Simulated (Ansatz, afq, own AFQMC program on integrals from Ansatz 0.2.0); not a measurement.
**Breaking C1–H5 in CH5N, singlet**

```xyz
7

C    -0.4663   -0.1354   -0.2785
N     0.8042    0.3952    0.1655
H    -0.9914   -0.8112    0.4296
H    -0.3295   -0.6948   -1.2179
H    -1.1570    0.6919   -0.5080
H     1.4513   -0.3615    0.3768
H     0.6887    0.9158    1.0325
```

Products: CH4N (doublet; CH2–NH2) and H (doublet), each relaxed with PBE0/def2-SVP like the molecule; electronic energies without zero-point terms. Determinants: RHF, UHF and UHF in that order.

Basis def2-TZVP. Only valence electrons are correlated. Ansatz 0.2.0 and our own AFQMC program on the same integrals; the CISD trial comes from CCSD amplitudes, and released means the phaseless constraint is let go. ± is one standard error of the sampling. The errors of all members are added in quadrature.

No full CI on the walks' own integrals is used here; CCSDT(Q) serves as the reference and is uncertain by about the last step of the cluster series. Each member takes its own surest rung, up to full CI.

The best estimate is CCSD(T) at the basis-set limit (CBS: def2-TZVPP and def2-QZVPP, with their diffuse functions for anions and beside diffuse sets, CCSD(T) itself extrapolated) plus the step from CCSD(T) to CCSDT(Q) in def2-TZVP. Rows without CBS are in def2-TZVP; B2PLYP and the wave-function rows carry a basis error of their own. Core correlation and relativity beyond core potentials are missing, and ± holds the sampling alone.

Cautions: CH₅N (singlet): the released energies are still falling, so no released level is given (meV from the phaseless value at times in 1/Eh: -6 ± 6 at 0.24, -5 ± 3 at 0.51, 1 ± 5 at 0.99, -11 ± 7 at 1.62, -22 ± 10 at 2.40), though the last usable value meets CCSDT(Q) within the noise.

Best estimate: 100.1 kcal/mol.

```tsv
level	bond energy (kcal/mol)	error against the best estimate (kcal/mol)
HF	76.6	-23.5
MP2	96.5	-3.6
CCSD	97.0	-3.1
CCSD(T)	97.4	-2.8
CCSDT	97.3	-2.9
CCSDT(Q)	97.3	-2.9
ph-AFQMC/CISD	97.1 ± 0.2	-3.0 ± 0.2
HF/CBS	76.7	-23.4
MP2/CBS	100.0	-0.1
CCSD(T)/CBS	100.2	0.1
PBE	94.4	-5.8
r2SCAN	94.1	-6.0
PBE0	95.2	-4.9
B3LYP	96.3	-3.8
wB97M-V	98.6	-1.5
B2PLYP	96.6	-3.5
```

Correlation beyond CCSD(T) takes off 0.1 kcal/mol. Going to the basis-set limit adds 2.9 kcal/mol at CCSD(T). The perturbative (T) step is worth +0.3 kcal/mol. The functionals spread over 4.5 kcal/mol; wB97M-V comes nearest and r2SCAN is 6.0 kcal/mol too low.

Best estimates are given only where the step beyond CCSD(T) is under 0.3 eV and no member's determinant is very poor (T1 over 0.05, or 0.07 for open shells, ⟨S²⟩ too high by 0.3, two states mixed), so the hardest cases are missing from such tables.

The functionals ran in a triple-zeta set and keep a basis error of their own, a few kJ/mol for each bond in atomization energies and more for double hybrids, so close places among them and the extrapolated levels can swap.

CCSDT and higher add their correlation energy to the determinant of the CCSD(T) run, since their own runs factorise the integrals more tightly (a shift of under 2 meV). Each member of a difference takes its own highest rung, so a best estimate needn't equal the limit plus the step of one row.
